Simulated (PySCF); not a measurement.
Choosing a molecule for a target property.

All species are isolated and taken at one optimised geometry (atoms past krypton carry core potentials, spin–orbit coupling is left out). Electronic properties by PySCF.

Dipoles, sizes and rotational constants follow the conformer. The torsions of the flexible species, by atom-mapped SMILES:
- `[CH3:1][N:2]([CH3:3])[C:4](=[O:5])[N:6]([CH3:7])[CH3:8]`: C1–N2–C4–O5 11°, N2–C4–N6–C7 -169°
- `[CH3:1][CH2:2][CH2:3][CH2:4][O:5][AlH2:6]`: C1–C2–C3–C4 66°, C2–C3–C4–O5 -67°, C3–C4–O5–Al6 -31°
- `[CH3:1][C:2]([CH3:3])=[C:4]([CH3:5])[CH2:6][Cl:7]`: C2–C4–C6–Cl7 -102°

The conformers of `ClC1CCCCC1` aren't listed.

(1) Wanted: electronic spatial extent ⟨r²⟩ about the centre of nuclear charge above 700 bohr² (CAM-B3LYP/def2-SVPD) and dipole moment below 3 D (CAM-B3LYP/def2-SVPD), at PBE0-D3(BJ)/def2-SVP geometries. Which candidate meets both?
A. `CN(C)C(=O)N(C)C` (C5H12N2O)
B. `ClCl` (Cl2)
C. `C(C[O][AlH2])CC` (C4H11AlO)
D. `[F][GeH2][Br]` (BrFGeH2)

(2) Wanted: lowest triplet excitation (Tamm–Dancoff) between 5 eV and 6.2 eV (TDA CAM-B3LYP/def2-SVPD) and HOMO energy above -9.3 eV (CAM-B3LYP/def2-SVPD), at PBE0-D3(BJ)/def2-SVP geometries. Which candidate meets both?
A. `CCCC[O][AlH2]` (C4H11AlO)
B. `ClC1CCCCC1` (C6H11Cl)
C. `CC(C)=C(C)CCl` (C6H11Cl)
D. `[F][GeH2][Br]` (BrFGeH2)
E. `ClCl` (Cl2)
F. `C[Se](C)(I)I` (C2H6I2Se)

(3) Wanted: HOMO–LUMO gap above 9.6 eV (CAM-B3LYP/def2-SVPD) and smallest rotational constant above 0.6 GHz (PBE0-D3(BJ)/def2-SVP), at PBE0-D3(BJ)/def2-SVP geometries. Which candidate meets both?
A. `ClCl` (Cl2)
B. `C(C)(=C(C)C)CCl` (C6H11Cl)
C. `[F][GeH2][Br]` (BrFGeH2)
D. `C[Se](C)(I)I` (C2H6I2Se)
E. `CN(C)C(=O)N(C)C` (C5H12N2O)

(4) Wanted: static isotropic polarisability between 40 au and 85 au (CAM-B3LYP/def2-SVPD) and vertical ionisation energy below 10.5 eV (ΔSCF CAM-B3LYP/def2-SVPD), at PBE0-D3(BJ)/def2-SVP geometries. Which candidate meets both?
A. `CCCC[O][AlH2]` (C4H11AlO)
B. `ClCl` (Cl2)
C. `[F][GeH2][Br]` (BrFGeH2)
D. `CC(C)=C(C)CCl` (C6H11Cl)
E. `C[Se](C)(I)I` (C2H6I2Se)

Answers

(1) C. Computed values:
| species | electronic spatial extent ⟨r²⟩ about the centre of nuclear charge | dipole moment |
| --- | --- | --- |
| ClCl (Cl2) | 179 bohr² | 0.00 D |
| [F][GeH2][Br] (BrFGeH2) | 601 bohr² | 2.31 D |
| C(C[O][AlH2])CC (C4H11AlO) | 856 bohr² | 1.52 D |
| CN(C)C(=O)N(C)C (C5H12N2O) | 1065 bohr² | 3.57 D |

(2) A. Computed values:
| species | lowest triplet excitation (Tamm–Dancoff) | HOMO energy |
| --- | --- | --- |
| C[Se](C)(I)I (C2H6I2Se) | 1.88 eV | -7.89 eV |
| ClCl (Cl2) | 2.52 eV | -10.33 eV |
| CC(C)=C(C)CCl (C6H11Cl) | 3.91 eV | -8.09 eV |
| CCCC[O][AlH2] (C4H11AlO) | 5.35 eV | -9.07 eV |
| [F][GeH2][Br] (BrFGeH2) | 5.86 eV | -10.02 eV |
| ClC1CCCCC1 (C6H11Cl) | 6.64 eV | -9.54 eV |

(3) C. Computed values:
```csv
species,HOMO–LUMO gap,smallest rotational constant
C[Se](C)(I)I (C2H6I2Se),5.55 eV,0.245 GHz
ClCl (Cl2),7.82 eV,7.047 GHz
C(C)(=C(C)C)CCl (C6H11Cl),8.91 eV,1.040 GHz
CN(C)C(=O)N(C)C (C5H12N2O),9.15 eV,1.226 GHz
[F][GeH2][Br] (BrFGeH2),9.99 eV,1.678 GHz
```

(4) A. Computed values:
```csv
species,static isotropic polarisability,vertical ionisation energy
ClCl (Cl2),30.6 au,11.83 eV
[F][GeH2][Br] (BrFGeH2),51.6 au,11.21 eV
CCCC[O][AlH2] (C4H11AlO),79.8 au,9.87 eV
CC(C)=C(C)CCl (C6H11Cl),90.9 au,8.73 eV
C[Se](C)(I)I (C2H6I2Se),170.1 au,8.52 eV
```
